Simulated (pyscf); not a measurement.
Thermochemistry of product channels of •H₂Si–Cl + silylene (SiH₂) [singlet] on the doublet surface, in kJ/mol, from CCSD(T)/def2-TZVPP + ΔMP2(QZVPP) energies (ideal gas, 1 atm, RRHO with modes under 100 cm⁻¹ raised to 100, one conformer, R ln 2 for chiral ones without a mode under 150 cm⁻¹). PySCF, gas phase, ωB97X-D3(BJ)/def2-SVP geometries. MP2 and CC: frozen core, UHF for open shells. ΔMP2 is the change of the MP2 total energy from the triple- to the quadruple-zeta basis.

```json
[
 {"products": ":HSi–SiH₃ [singlet] + Cl atom (Cl•)", "ΔE": "+125.0", "ΔH(298 K)": "+131.0", "ΔG(298 K)": "+139.0", "ΔG(900 K)": "+151.3"},
 {"products": "H₃Si–SiH•–Cl", "ΔE": "-246.8", "ΔH(298 K)": "-234.6", "ΔG(298 K)": "-191.6", "ΔG(900 K)": "-108.1"},
 {"products": "•H₂Si–SiH₂–Cl", "ΔE": "-245.8", "ΔH(298 K)": "-234.2", "ΔG(298 K)": "-190.9", "ΔG(900 K)": "-107.1"},
 {"products": ":HSi–Cl [singlet] + silyl (SiH₃•)", "ΔE": "-42.9", "ΔH(298 K)": "-41.4", "ΔG(298 K)": "-41.0", "ΔG(900 K)": "-39.9"},
 {"products": "H₃Si–Si:–Cl [singlet] + H atom (H•)", "ΔE": "+34.1", "ΔH(298 K)": "+29.7", "ΔG(298 K)": "+41.5", "ΔG(900 K)": "+58.3"}
]
```

These are energies of the channels, which say nothing of barriers. The CCSD(T) − MP2 part came from Ansatz, without density fitting, on the same reference. Left out: orbital degeneracy and the spin-orbit lowering of Cl.
